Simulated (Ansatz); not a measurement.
## A relaxation, step by step

N₂HF (SMILES F.N#N), singlet, PBE0-D4/def2-TZVP (Ansatz 0.2.0). Settings:

```yaml
hamiltonian: {xc: pbe0, dispersion: d4}
relax: {f_tol: 0.005, max_steps: 200}
```

Start (the SMILES describes the start alone):

F1  (-0.086, -0.141, -1.969)
H2  (-0.040, -0.045, -1.039)
N3  (0.044, 0.079, 0.949)
N4  (0.082, 0.107, 2.059)
(Å)

| step | energy less the last (meV) | largest force component (eV/Å) |
| --- | --- | --- |
| 1 | 43.1 | 3.357 |
| 2 | 1.4 | 0.567 |
| 3 | 0.0 | 0.045 |
| 4 | 0.0 | 0.012 |
| 5 | 0.0 | 0.004 |

Step 2, positions (Å) and forces (eV/Å):

| atom | x | y | z | Fx | Fy | Fz |
| --- | --- | --- | --- | --- | --- | --- |
| F1 | -0.085 | -0.134 | -1.967 | 0.008 | 0.017 | 0.170 |
| H2 | -0.041 | -0.052 | -1.045 | -0.009 | -0.017 | -0.176 |
| N3 | 0.043 | 0.073 | 0.964 | -0.021 | -0.024 | -0.560 |
| N4 | 0.083 | 0.114 | 2.048 | 0.022 | 0.024 | 0.567 |

Step 3, positions (Å) and forces (eV/Å):

| atom | x | y | z | Fx | Fy | Fz |
| --- | --- | --- | --- | --- | --- | --- |
| F1 | -0.084 | -0.128 | -1.970 | 0.002 | 0.004 | 0.036 |
| H2 | -0.043 | -0.058 | -1.049 | -0.002 | -0.004 | -0.041 |
| N3 | 0.041 | 0.065 | 0.967 | 0.002 | 0.001 | 0.045 |
| N4 | 0.085 | 0.121 | 2.053 | -0.001 | -0.001 | -0.040 |

Step 4, positions (Å) and forces (eV/Å):

| atom | x | y | z | Fx | Fy | Fz |
| --- | --- | --- | --- | --- | --- | --- |
| F1 | -0.083 | -0.126 | -1.973 | 0.000 | 0.001 | 0.002 |
| H2 | -0.043 | -0.061 | -1.052 | 0.000 | -0.001 | -0.003 |
| N3 | 0.041 | 0.063 | 0.970 | 0.000 | 0.000 | 0.012 |
| N4 | 0.085 | 0.123 | 2.056 | 0.000 | 0.000 | -0.011 |

Last step (5):

```
atom    x (Å)    y (Å)    z (Å)
  F1  -0.0829  -0.1236  -1.9742
  H2  -0.0436  -0.0630  -1.0530
  N3   0.0409   0.0616   0.9708
  N4   0.0856   0.1248   2.0564
```

The run took about 4.3 s on 2 CPU threads of an Arm Neoverse V1 (shared host).
